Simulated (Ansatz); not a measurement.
**SiSe2 (Ibam, No. 72)**

Computed with LDA (Ansatz, a quantum-chemistry and plane-wave program, PAW).

Numerical settings: plane-wave cutoff 520 eV, 8×8×8 k mesh, Fermi–Dirac smearing 0.01 eV, scalar-relativistic PAW data made under PBE.

Cell: measured lattice: a = 5.9980 Å, b = 9.6690 Å, c = 5.8510 Å, α = β = γ = 90.00°.

For SiSe2 (Ibam, No. 72), the band gap is 1.63 eV (indirect) and the smallest direct gap on the k points sampled is 1.84 eV. The Γ–Γ gap comes out as 3.18 eV.

Note: cell and atoms aren't relaxed at this level (pressure -0.5 GPa).

Spin–orbit coupling is not included.

Static lattice: no zero-point or thermal effects.
